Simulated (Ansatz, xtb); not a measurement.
System: methoxyethane, C3H8O, net charge 0, singlet state. 
Coordinates optimised at B3LYP-D3(BJ)/def2-TZVP (Ansatz, a first-principles code):
SMILES: CCOC
```xyz
12

O      0.0190    -0.7104     0.0050
C     -0.0077     0.7049    -0.0051
C      1.3270    -1.2336    -0.0063
C     -1.4489     1.1652     0.0082
H      0.5319     1.0935     0.8711
H      0.5114     1.0804    -0.8992
H      1.2451    -2.3195     0.0026
H      1.8764    -0.9239    -0.9054
H      1.8970    -0.9108     0.8751
H     -1.9791     0.7881    -0.8672
H     -1.9585     0.8011     0.9012
H     -1.4989     2.2556     0.0008
```
Charge 0, spin multiplicity 1.

Harmonic wavenumbers from GFN2-xTB (xtb, at its own minimum), cm⁻¹: 108, 189, 238, 277, 455, 840, 895, 1057, 1089, 1126, 1130, 1162, 1194, 1255, 1349, 1400, 1409, 1471, 1475, 1492, 1495, 1500, 2824, 2861, 2883, 2908, 3028, 3045, 3052, 3056.

Problem. Give the harmonic wavenumbers at B3LYP-D3(BJ)/def2-TZVP (Ansatz, finite differences of forces, unscaled).

Solution. 114, 209, 261, 289, 467, 827, 865, 1031, 1117, 1150, 1166, 1197, 1234, 1299, 1401, 1426, 1477, 1484, 1487, 1499, 1505, 1529, 2953, 2971, 2975, 3008, 3041, 3106, 3110, 3112 cm⁻¹. Zero-point energy 67.6 kcal/mol.

Problem. From these and the geometry, give the ideal-gas thermochemistry at 298.15 K and 1 atm (rigid rotor, harmonic oscillator).

Solution. Point group Cs, rotational symmetry number 1. Rotational constants 28.4, 4.145, 3.881 GHz. S(trans) 38.20, S(rot) 24.07, S(vib) 9.94, S(elec, spin only) 0.00, S 72.2 cal/(mol K). H(298) - H(0) 4.08 kcal/mol; G - E(el) 50.2 kcal/mol. Tabulated S at 1 bar: 73.9 cal/(mol K) (CRC Handbook, as tabulated in the package chemicals); it can hold hindered rotation or other conformers, which this model lacks.
